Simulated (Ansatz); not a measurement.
**BSiH₂ (doublet): wave-function methods side by side, def2-QZVPP**

An exercise on one series of results from a longer session: the logs are not shown, and one member is left open.

The runs use Ansatz 0.2.0, Gaussian basis; def2-QZVPP, core rule «outside noble gas», up to 6 orbitals frozen.

The runs, in order: UHF; ROHF; CCSD(T) on UHF.

2 further runs of the same task are left out: 2 set aside as unsound or not needed.

## The geometry

The geometry is a PBE0/def2-TZVP stationary point (not a proven minimum).

4 atoms, charge 0, spin multiplicity 2.

Atoms are counted from 1 here; the program's logs count them from 0.

Bond lengths: Si1–B2 1.925 Å, B2–H3 1.203 Å, B2–H4 1.203 Å. Angles: Si1–B2–H3 121.5°, Si1–B2–H4 121.5°, H3–B2–H4 117.1°.

Set-up of the first run:

in.yaml

```yaml
crystal:
  periodic: [false, false, false]
  atoms:
    - {symbol: Si, position_ang: [0.000000, 0.000000, 0.634524]}
    - {symbol: B, position_ang: [0.000000, 0.000000, -1.290679]}
    - {symbol: H, position_ang: [0.000000, -1.025810, -1.918468]}
    - {symbol: H, position_ang: [0.000000, 1.025810, -1.918468]}
basis:
  gaussian: {orbitals: "def2-QZVPP.json"}
magnetization: {spin_polarized: true, initial_magnetization: 1}
hamiltonian: {xc: hf}
output: {orbitals: {seedname: orbitals}}
```

The run is started by

```bash
ansatz run in.yaml --threads 1 --pin off --events-out ev --progress --plain --max-ram 3968MiB --backend cpu
```

Among the steps run: UHF; ROHF; CCSD(T) on UHF.

One of the session's tables, all rows but one given; the rest of the session is left out.

It belongs to the step «Misses and costs». 

| method | from UCCSD(T) (kJ/mol) |
| --- | --- |
| ROHF | ? |
| UHF | +608.1 |
| UMP2 | +109.5 |
| UCCSD | +24.0 |
| UCCSD(T) | 0 |

Estimate the missing values for ROHF.

The run gave: from UCCSD(T) (kJ/mol): +619.5. In the column «from UCCSD(T) (kJ/mol)» it is the highest.

Caveats from the session: Warnings: spin contamination; coupled cluster took another determinant than the lowest.
